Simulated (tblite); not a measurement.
C3H5N2 (doublet state).
Geometry (GFN2-xTB, Å), atoms numbered from 1 in this order:
```
atom  x, y, z in Å
C1    -1.6910   -0.0455    0.0671
N2    -0.3836   -0.2570   -0.4523
C3     0.6424    0.1498    0.1405
C4     1.9770   -0.1011   -0.4521
N5     3.0591    0.2337    0.0078
H6    -2.2649    0.4984   -0.6844
H7    -1.7084    0.5028    1.0176
H8    -2.1618   -1.0213    0.1945
H9     0.6490    0.6945    1.0908
H10    1.8910   -0.6496   -1.4004
```

Level: GFN2-xTB in tblite, geometry and Hessian alike; calculated harmonic values, unscaled, isolated species. The method is semi-empirical: single wavenumbers can be off by several per cent or more. One conformer, not necessarily the lowest. Open shells enter through the occupations alone, without spin polarisation, and single modes of such species can be off by tens of per cent.

Harmonic wavenumbers (cm⁻¹): 95.7, 194.6, 213.8, 261.6, 439.3, 467.7, 777.0, 894.1, 974.0, 1069.2, 1071.7, 1113.1, 1154.2, 1275.8, 1382.6, 1446.1, 1460.9, 1702.7, 1813.0, 2800.2, 2878.2, 2906.2, 2987.2, 3003.8.

A = 38643, B = 2418, C = 2308 MHz; mass 69.045 u (most abundant isotopes); point group Cs, symmetry number 1; spin multiplicity 2.

Task: Zero-point energy?

Result: Half the sum of the wavenumbers: 16191 cm⁻¹ = 193.69 kJ/mol.

Task: What is S at 298.15 K and 1 bar for an ideal gas of classical rigid rotors and harmonic oscillators?

Result: Translation 161.67, rotation 103.82, vibration 49.24, spin (R ln 2) 5.76: S = 320.5 J/(mol K).

Task: And Cp and H(298.15 K) − H(0)?

Result: Cp = 88.91 J/(mol K), of which vibrations give 55.66 (their classical limit is 24 R = 199.5); H(298.15 K) − H(0) = 18.21 kJ/mol without the zero-point energy, 8.30 from vibrations.

Task: Blend soft modes into free rotors: weight 1/[1 + (100 cm⁻¹/ν̃)⁴] for the oscillator and the rest for a rotor with moment μB/(μ + B), μ = h/(8π²ν), B = 10⁻⁴⁴ kg m². What vibrational entropy results?

Result: 47.83 J/(mol K) in place of 49.24, which changes −T·S at 298.15 K by +0.42 kJ/mol.

Task: Which modes carry the vibrational entropy at 298.15 K?

Result: 95.7 cm⁻¹: 14.81; 194.6 cm⁻¹: 9.14; 213.8 cm⁻¹: 8.41; 261.6 cm⁻¹: 6.91; 439.3 cm⁻¹: 3.47; 467.7 cm⁻¹: 3.11 J/(mol K); the other 18 give 3.39 together.

Task: How do the functions run with temperature in this model?

Result: 
```json
{"T (K)": "150", "S (J/(mol K))": "269.4", "Cp (J/(mol K))": "63.0", "H − H(0) (kJ/mol)": "6.98", "G − H(0) (kJ/mol)": "-33.43", "ln q(vib)": "0.93"}
{"T (K)": "250", "S (J/(mol K))": "305.6", "Cp (J/(mol K))": "80.2", "H − H(0) (kJ/mol)": "14.14", "G − H(0) (kJ/mol)": "-62.26", "ln q(vib)": "2.03"}
{"T (K)": "400", "S (J/(mol K))": "349.2", "Cp (J/(mol K))": "107.4", "H − H(0) (kJ/mol)": "28.22", "G − H(0) (kJ/mol)": "-111.47", "ln q(vib)": "3.72"}
{"T (K)": "600", "S (J/(mol K))": "398.9", "Cp (J/(mol K))": "138.1", "H − H(0) (kJ/mol)": "52.92", "G − H(0) (kJ/mol)": "-186.41", "ln q(vib)": "5.94"}
{"T (K)": "900", "S (J/(mol K))": "461.3", "Cp (J/(mol K))": "169.2", "H − H(0) (kJ/mol)": "99.39", "G − H(0) (kJ/mol)": "-315.75", "ln q(vib)": "9.15"}
```

q(vib) and H(0) count from the zero-point level.

Task: What must be added to the electronic energy to get the Gibbs energy at 298.15 K and 1 bar?

Result: ZPE + [H(298.15 K) − H(0)] − T·S = 193.69 + 18.21 − 95.56 = 116.34 kJ/mol.

Hindered rotation and anharmonicity are outside this model. Other conformers, if any are populated, would add a mixing term that is left out.

The run took 0.16 s wall on Arm Neoverse V1, one thread, shared host with 32 logical CPUs at a one-minute load of 26. The figure is for the frequency step alone.
